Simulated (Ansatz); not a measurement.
Results of PBE-D3(BJ) (PAW; Ansatz, a quantum-chemistry and plane-wave program) for B20 (FeSi-type) FeSi.

Settings: plane-wave cutoff 520 eV, 8×8×8 k mesh, Fermi–Dirac smearing 0.01 eV, no spin polarisation, scalar-relativistic PAW data made under PBE.

Cell (relaxed at this level):

Space group P2₁3 (No. 198); a = 4.401 Å, b = 4.401 Å, c = 4.401 Å, α = 90.00°, β = 90.00°, γ = 90.00°

```json
[
 {"atom": "Fe", "site": "4a", "symmetry": ".3.", "x": "0.1373", "y": "0.1373", "z": "0.1373"},
 {"atom": "Si", "site": "4a", "symmetry": ".3.", "x": "0.8413", "y": "0.8413", "z": "0.8413"}
]
```

Question: Give the computed bulk modulus B0, pressure derivative B′ of the bulk modulus, smallest direct gap on the k points sampled, direct gap at Γ and band gap.

Answer: 
- bulk modulus B0: 238 GPa
- pressure derivative B′ of the bulk modulus: 4.7
- smallest direct gap on the k points sampled: 0.18 eV
- direct gap at Γ: 0.75 eV
- band gap: 0.17 eV

Measured, for comparison: band gap 0.05 eV (temperature not stated, not corrected to a static lattice, indirect, transport; lower end of the printed range; as tabulated in Tomczak (2018), arXiv:1802.07220); bulk modulus 178 GPa (room temperature, not corrected to a static lattice, our sources range from 169 to 185; as tabulated in Study of the compressibility of FeSi, MnSi, and CoS2 (JETP Letters), abstract). Computed (rounded) less measured: bulk modulus +34 % (+29 % to +41 % over the range).

Note: the bulk modulus comes from volumes at which shape and atoms were relaxed.

Static lattice: no zero-point or thermal effects.

It cost very roughly 10 core-minutes of CPU time.
